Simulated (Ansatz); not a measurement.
Potential energy curve for SMILES [SiH3]C. The Si2–H8 bond (Si2 also carries C, H, H; H8 carries nothing else) is varied alone, starting from the PBE0/def2-TZVP optimised geometry.

Computed with unrestricted B3LYP/cc-pVTZ (Ansatz, a quantum-chemistry and plane-wave program).

The batch members p0 to p7 hold the bond at 1.11, 1.20, 1.25, 1.33, 1.41, 1.44, 1.49, 1.54 Å.

Ansatz input:

Ansatz 0.2 input:
```yaml
# input.yaml
basis:
  gaussian: { orbitals: cc-pvtz }
hamiltonian:
  xc: b3lyp
batch:
  members: [p0.yaml, p1.yaml, p2.yaml, p3.yaml, p4.yaml, p5.yaml, p6.yaml, p7.yaml]

# p4.yaml, one of the 8 members of this batch
crystal:
  periodic: [false, false, false]
  atoms:
    - { symbol: C, position_ang: [1.49205134, -0.91458148, -0.66224341] }
    - { symbol: Si, position_ang: [0.0, 0.0, 0.0] }
    - { symbol: H, position_ang: [2.41750107, -0.44119863, -0.32717597] }
    - { symbol: H, position_ang: [1.49664414, -1.95077686, -0.31714353] }
    - { symbol: H, position_ang: [1.49011615, -0.92065365, -1.75438818] }
    - { symbol: H, position_ang: [-1.25989619, -0.64153859, -0.46449024] }
    - { symbol: H, position_ang: [0.0, 1.41382644, -0.46449129] }
    - { symbol: H, position_ang: [0.0, 0.0, 1.41] }
total_charge: 0
magnetization:
  spin_polarized: true
```

Lines of the output on each member:

```
Member 1: Total energy: -9012.95846303 eV, -331.2201143137 hartree
Member 0: Total energy: -9011.79245854 eV, -331.1772644389 hartree
Member 2: Total energy: -9013.38427064 eV, -331.2357624549 hartree
Member 3: Total energy: -9013.82309279 eV, -331.2518888712 hartree
Member 4: Total energy: -9014.03889382 eV, -331.2598194130 hartree
Member 5: Total energy: -9014.07610283 eV, -331.2611868189 hartree
Member 6: Total energy: -9014.09614939 eV, -331.2619235164 hartree
Member 7: Total energy: -9014.07280368 eV, -331.2610655774 hartree
```

The unrestricted determinant behind UKS-B3LYP is spin-contaminated at 2.72 to 5.18 Å (<S²> up to 1.0, against 0.00 for a pure singlet).
